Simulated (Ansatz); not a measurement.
`CC1C=NCO1`, 13 atoms. Charge 0, multiplicity 1. All runs use 4 threads of a server CPU on a shared host. Correlated methods freeze the cores.

Q: How many basis functions does each run have, and how long does it take in Ansatz? RKS PBE0-D4/def2-TZVP relaxation (6 steps); RHF-CCSD(T)/def2-SVP energy; RKS SPW92 (LDA)/def2-TZVPP energy; RKS B97M-V/def2-TZVPP energy; direct RPA on PBE orbitals/def2-TZVPP energy; RHF-MP2/def2-QZVPP energy; RKS ωB97M-V/def2-QZVPP energy; RKS r2SCAN0-D4/def2-TZVPP energy; RKS PBE0-D4/def2-TZVP frequencies; RKS PBE-D4/def2-TZVPP energy and forces; RKS PBE0-D4/def2-QZVPP energy; RKS PBE0-D4/def2-SVP energy. (Best estimate.)

A: Ansatz gave: Other jobs shared the machine, so times are rough.

```csv
level,job,functions,wall time,peak host memory (GiB)
RKS PBE0-D4/def2-SVP,energy,119,0.86 s,0.28
RKS SPW92 (LDA)/def2-TZVPP,energy,284,1.5 s,0.37
RKS PBE-D4/def2-TZVPP,energy and forces,284,2.8 s,0.39
RKS r2SCAN0-D4/def2-TZVPP,energy,284,3.9 s,0.74
direct RPA on PBE orbitals/def2-TZVPP,energy,284,5.5 s,0.85
RKS B97M-V/def2-TZVPP,energy,284,6.5 s,0.48
RHF-CCSD(T)/def2-SVP,energy,119,7 s,0.77
RKS PBE0-D4/def2-QZVPP,energy,552,8 s,2.1
RKS ωB97M-V/def2-QZVPP,energy,552,16 s,2.5
RKS PBE0-D4/def2-TZVP,relaxation (6 steps),228,23 s,0.65
RHF-MP2/def2-QZVPP,energy,552,26 s,4.6
RKS PBE0-D4/def2-TZVP,frequencies,228,2.9 min,0.7
```
